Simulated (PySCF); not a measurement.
Gas-phase reaction: trisilylamine + 2 SiH4 → H3SiNH2 + 4 SiH3

Method: PySCF energies plus ideal-gas RRHO corrections (1 bar). † marks an energy on the PBE0/def2-TZVP geometry and frequencies; other levels use their own. MP2 and CCSD(T) freeze the core. 6-31G* has spherical d functions here. Open shells (unrestricted): SiH3 (multiplicity 2); the rest are closed-shell singlets. B3LYP is the form with VWN-RPA correlation. H3SiNH2: computed as isolated molecules; such fragments, hydroxides, amides, oligomers or adducts are transient or little studied in the gas. MP2 isn't extrapolated to the basis-set limit; its ΔH°(298 K) is 718.3 kJ in def2-SVP and 757.5 kJ in def2-TZVPP. CCSD(T) isn't extrapolated to the basis-set limit. The harmonic model lacks anharmonicity and excited electronic states, which grow with temperature; levels with a mode under 35 cm⁻¹ are left out. Internal rotation in trisilylamine, H3SiNH2 is treated as a harmonic vibration of one conformer, which makes the entropy rough.

```csv
level,"ΔE electronic, kJ","ΔH°(298 K), kJ","ΔS°(298 K), J/K","ΔG°(1400 K), kJ"
B3LYP/6-31G*,708,692,353,209
CCSD(T)/def2-SVP†,723,708,357,220
HF/6-31G*,608,591,365,88
HF/def2-TZVP†,610,596,357,108
M06-2X/def2-TZVP†,756,741,357,253
MP2/def2-SVP†,733,718,357,230
MP2/def2-TZVPP†,772,757,357,269
PBE0/def2-TZVP,713,699,357,210
r2SCAN/def2-TZVP†,711,696,357,208
ωB97X-V/def2-TZVP†,789,774,357,286
```
ΔH° is lowest at HF/6-31G* and highest at ωB97X-V/def2-TZVP†. No reference value is set beside these.
